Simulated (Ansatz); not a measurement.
Mulliken charges of H₃MgNO (`[NH2][Mg][OH]`) from PBE/def2-TZVPP in Ansatz (PBE0-D4/def2-TZVP geometry).

```tsv
atom	x (Å)	y (Å)	z (Å)	charge (e)
N1	-1.072	0.334	-0.958	-0.631
Mg2	0.300	-0.142	0.239	0.784
O3	1.586	-0.658	1.340	-0.620
H4	-0.954	0.649	-1.909	0.144
H5	-2.063	0.308	-0.773	0.144
H6	2.244	-0.555	2.014	0.179
```

By hand: the dipole of these point charges (1 e Å = 4.8032 D).

Σ q r = (-0.104, 0.124, -0.065) e Å, of length 0.174 e Å = 0.84 D.

How does the dipole of the full density compare? (Estimate.)

Ansatz gave: (-0.040, 0.132, 0.001) e Å, 0.66 D; the point charges give 1.27 times that, at 32° from its direction.

Point charges leave out the atoms' own dipoles, such as those of lone pairs, and Mulliken's split depends on the basis, so the two needn't agree.
